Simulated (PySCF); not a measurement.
## TDDFT excited states: HNaO

NaOH.
Atom-mapped SMILES: `[OH:1][Na:2]` (hydrogens: H3 on O1)

Computed with TDDFT CAM-B3LYP/aug-cc-pVTZ, vertical, gas phase, core orbitals frozen in the response in PySCF. Isolated species at its PBE0-D3(BJ)/def2-TZVP geometry, gas phase.

```csv
state,E (eV),ν̃ (cm⁻¹),f,symmetry,"main configurations (H = HOMO, L = LUMO)"
S1,3.17,25580,0.016,Π,H-1/H→L (≥84%)
S2,3.17,25580,0.016,Π,H-1/H→L (≥84%)
S3,5.00,40340,0.0000,–,"H-1/H→L+1/L+2 (≥28%), H-1/H→L+3 (≥27%), H-1/H→L+5 (≥12%)"
S4,5.00,40340,0.0000,–,"H-1/H→L+3 (≥28%), H-1/H→L+1/L+2 (≥27%), H-1/H→L+6 (≥12%)"
S5,5.02,40470,0.0000,–,"H-1/H→L+1/L+2 (≥31%), H-1/H→L+3 (≥30%), H-1/H→L+5 (≥10%)"
S6,5.10,41140,0.046,Π,"H-1/H→L+4 (≥50%), H-1/H→L+10 (≥21%)"
S7,5.10,41140,0.046,Π,"H-1/H→L+4 (≥50%), H-1/H→L+10 (≥21%)"
S8,5.29,42640,0.026,Σ+,"H-1/H→L+1/L+2 (≥38%), H-1/H→L+3 (≥37%), H-1/H→L+6 (≥8%)"
S9,5.69,45920,0.0002,–,H-1/H→L+1/L+2 (≥76%)
S10,5.69,45920,0.0002,–,H-1/H→L+1/L+2 (≥76%)
```

Triplets (Tamm–Dancoff): T1 3.10 eV, H-1/H→L (≥89%); T2 3.10 eV, H-1/H→L (≥89%); T3 4.92 eV, H-1/H→L+1/L+2 (≥28%), H-1/H→L+3 (≥28%), H-1/H→L+5 (≥9%).

The lowest singlet level (S1/S2) lies at 3.17 eV (391 nm, visible) and is of moderate strength. The most intense listed level is S6/S7 at 5.10 eV (243 nm, f = 0.091 summed), 1.93 eV above S1. S1/S2, S3/S4, S6/S7 and S9/S10 lie within about 0.01 eV of each other in each set; the point group C∞v has degenerate representations, and within a degenerate level the listed configurations can mix freely. Löwdin shares by element: HOMO (one of a set within 0.03 eV) oxygen 80%, hydrogen 12%, sodium 8%; LUMO sodium 90%, oxygen 5%, hydrogen 5%. The oscillator strengths of these states sum to 0.150; summed over the whole spectrum of an exact calculation they would give the number of electrons, 20 (Thomas–Reiche–Kuhn). Orbital energies (eV): HOMO-3 -24.40, HOMO-2 -10.96, HOMO-1 -6.82, HOMO -6.82, LUMO -0.94, LUMO+1 0.25, LUMO+2 0.26. Of the 10 states listed, 5 reach f = 0.01 and 5 stay under 0.0005. 2 computed singlets (S1 to S2) lie in the visible range (380 to 750 nm), the largest f among them at 391 nm, f = 0.016; light of that wavelength is violet, and its complementary colour is yellow-green; a Tamm–Dancoff triplet lies at 400 nm, without intensity as long as spin–orbit coupling is left out. Symmetry labels in C∞v follow from the direction of the transition dipole and are given only for states with f of 0.002 or more. Orbitals of the list HOMO-3 to LUMO+2 that lie within 0.01 eV of each other are written together with a slash and their weights summed (≥ marks a lower bound); for degenerate orbitals outside that list single weights are arbitrary. The window holds the lowest 10 singlets.
